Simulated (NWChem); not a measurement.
trifluoromethane (CHF3); SMILES FC(F)F

```xyz
5

F      0.8805     0.8805    -0.1260
C      0.0000     0.0000     0.3340
F      0.3223    -1.2028    -0.1260
F     -1.2028     0.3223    -0.1260
H      0.0000     0.0000     1.4372
```
Atoms are numbered in this order, from 1.

All runs use the structure optimised with PBE0/def2-SVP.

### Question
List the 4 lowest vertical singlet excitations from CAM-B3LYP/def2-SVPD, TDA (NWChem).

### Answer
```tsv
state	energy (eV)	oscillator strength	leading excitation (squared amplitude)
S1	11.00	0.022	HOMO → LUMO (0.96)
S2	11.64	0.000	HOMO−1 → LUMO (0.96)
S3	12.01	0.000	HOMO → LUMO+2 (0.53)
S4	12.01	0.000	HOMO → LUMO+3 (0.53)
```
